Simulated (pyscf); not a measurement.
Thermochemistry of product channels of F–N(F)–F + F–SiH₂–F on the singlet surface, in kcal/mol, from ωB97M-D3(BJ)/def2-TZVP energies (ideal gas, 1 atm, RRHO with modes under 100 cm⁻¹ raised to 100, one conformer, R ln 2 for chiral ones without a mode under 150 cm⁻¹). Optimised with ωB97X-D3(BJ)/def2-SVP in PySCF.

```
products                 ΔE  ΔH(298 K)  ΔG(600 K)  ΔG(900 K)
--------------------  -----  ---------  ---------  ---------
HF + F–N(F)–SiH(F)–F      ?      -46.5      -46.2          ?
F–SiH(F)–F + F–NH–F   -83.5      -80.8      -82.0      -82.5
```

Question: What belongs in the gaps?

Answer: 
- HF + F–N(F)–SiH(F)–F, ΔE: -47.2
- HF + F–N(F)–SiH(F)–F, ΔG(900 K): -46.7

These are energies of the channels, which say nothing of barriers. F–N(F)–SiH(F)–F lies 95.7 kcal/mol over its isomer F–NH–Si(F)(F)–F (electronic energy, ωB97M-D3(BJ)/def2-TZVP).
